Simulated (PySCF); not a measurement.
## Ionisation energy of Ne by level of theory

Ne [Ne] (1S) → Ne⁺ [He] 2s2 2p5 (2P), as a difference of total energies. Calculation: PySCF 2.14, in cc-pVDZ; no relativity, point nucleus. Correlated levels: valence: 1s2 frozen. The calculations carry no spin-orbit coupling.

| method | ionisation energy (eV) |
| --- | --- |
| UHF | 19.668 |
| PBE0 | 21.159 |
| M06-L | 21.358 |
| MP2 (valence) | 21.074 |
| SCS-MP2 (valence) | 20.950 |
| CCSD (valence) | 20.889 |
| CCSD(T) (valence) | 20.890 |

Task: How much does correlation contribute at CCSD(T) (valence)?

Result: 20.890 − (19.668) = 1.222 eV, measured against UHF.

Errors of the correlated levels include the incompleteness of this basis and the frozen core.

For comparison: 21.597 eV (measured; NIST levels, between the centres of gravity of the two terms).
